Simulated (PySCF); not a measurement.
ClH4PSi.
Structure used (PBE0-D3(BJ)/def2-SVP), in Å, numbered top down from 1:
```
atom  x, y, z in Å
P1    -0.1438   -1.2891   -1.8108
Si2   -2.2031   -0.8644   -0.9896
Cl3   -3.5008   -2.3119   -1.7043
H4     0.0764   -2.3724   -0.9045
H5     0.4491   -0.3223   -0.9360
H6    -2.6507    0.4661   -1.4904
H7    -2.2755   -0.8872    0.4993
```

The closed-shell ground state was solved at several levels (PySCF, density fitting, gas phase, non-relativistic).

```json
{"level": "B3LYP/def2-SVPD", "basis functions": "107", "HOMO (eV)": "-7.68", "LUMO (eV)": "-0.51", "gap (eV)": "7.17", "dipole (D)": "1.68"}
{"level": "PBE0/IGLO-III", "basis functions": "172", "HOMO (eV)": "-7.83", "LUMO (eV)": "-0.06", "gap (eV)": "7.77", "dipole (D)": "1.49"}
{"level": "PBE0/aug-cc-pVTZ", "basis functions": "242", "HOMO (eV)": "-7.90", "LUMO (eV)": "-0.44", "gap (eV)": "7.46", "dipole (D)": "1.66"}
{"level": "PBE0/def2-SVPD", "basis functions": "107", "HOMO (eV)": "-7.90", "LUMO (eV)": "-0.32", "gap (eV)": "7.58", "dipole (D)": "1.74"}
{"level": "PBE0/cc-pVTZ", "basis functions": "158", "HOMO (eV)": "-7.87", "LUMO (eV)": "-0.17", "gap (eV)": "7.70", "dipole (D)": "1.66"}
{"level": "PBE0/6-31G*", "basis functions": "62", "HOMO (eV)": "-7.87", "LUMO (eV)": "-0.16", "gap (eV)": "7.71", "dipole (D)": "2.17"}
{"level": "PBE0/def2-SVP", "basis functions": "74", "HOMO (eV)": "-7.83", "LUMO (eV)": "0.10", "gap (eV)": "7.93", "dipole (D)": "1.81"}
{"level": "PBE0/pcSseg-2", "basis functions": "185", "HOMO (eV)": "-7.92", "LUMO (eV)": "-0.28", "gap (eV)": "7.64", "dipole (D)": "1.88"}
{"level": "KT3/pcSseg-2", "basis functions": "185", "HOMO (eV)": "-6.88", "LUMO (eV)": "-1.18", "gap (eV)": "5.70", "dipole (D)": "1.76"}
```

Q: What might CAM-B3LYP/pcSseg-2 (185 basis functions) give for the same quantities?

A: HOMO -9.18 eV, LUMO 0.76 eV, gap 9.94 eV, dipole 1.90 D.

Q: Over all these levels, which gives the widest orbital gap and which the narrowest?

A: CAM-B3LYP/pcSseg-2 (range-separated hybrid) has the widest, 9.94 eV, and KT3/pcSseg-2 (GGA) the narrowest, 5.70 eV. The two share the basis. From the narrowest to the widest the HOMO moves by -2.30 eV and the LUMO by +1.94 eV.

Q: How much does the basis alone move the frontier levels among the 7 PBE0 rows?

A: The HOMO by 0.09 eV and the LUMO by 0.54 eV. By rising basis size (HOMO, LUMO in eV): 6-31G* -7.87, -0.16; def2-SVP -7.83, 0.10; def2-SVPD -7.90, -0.32; cc-pVTZ -7.87, -0.17; IGLO-III -7.83, -0.06; pcSseg-2 -7.92, -0.28; aug-cc-pVTZ -7.90, -0.44.

Q: How far do the dipole and the HOMO energy spread over the levels?

A: The dipole runs from 1.49 to 2.17 D (mean 1.78 D) and the HOMO from -9.18 to -6.88 eV.

One conformer stands for the species.
